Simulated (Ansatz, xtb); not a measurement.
## Relaxing a trial structure of CH3Si2

The starting geometry of this gas-phase doublet has its atoms placed at random.

```xyz
6

C    -0.2768   -0.4258   -0.3256
Si    0.5773    1.3646    1.4697
Si   -1.6391   -1.1591    0.2969
H     0.1290    0.3559    2.0868
H     0.0429    2.0731    0.1296
H    -1.0100   -0.4617   -1.3721
```

Guess where an optimisation with r2SCAN-D4/def2-SVP ends from this start.

It ends as a structure given below by its coordinates. Distances that change by over a tenth: C1–H6 (1.28 → 1.09 Å), Si2–Si3 (3.56 → 2.55 Å), Si2–H4 (1.26 → 1.61 Å). Contacts that close: C1–Si2 (2.68 → 1.80 Å).

The energy falls by 5.35 eV over 22 steps:

```
step  E − E(last) (eV)
   1             5.348
   3             2.694
   6             0.451
   8             0.195
  10             0.125
  13             0.072
  15             0.063
  17             0.027
  20             0.000
  22             0.000
```

Final geometry (Å):

```xyz
6

C    -0.4696   -0.2811   -0.4225
Si    0.4123    0.8682    0.6468
Si   -1.3403   -0.9636    0.9543
H    -0.3224    0.2353    1.9294
H     0.0238    2.3309    0.6788
H    -0.4805   -0.4426   -1.5016
```

From the same start GFN2-xTB ends elsewhere, differing in Si2–Si3 (3.26 against 2.55 Å here).

From so rough a start the end depends on the optimiser's path, so another program may land elsewhere. The end wasn't checked by frequencies. Open shells are spin-unrestricted. Run with Ansatz 0.2.0, 2.7 min on 1 thread of Arm Neoverse V2 (shared host).
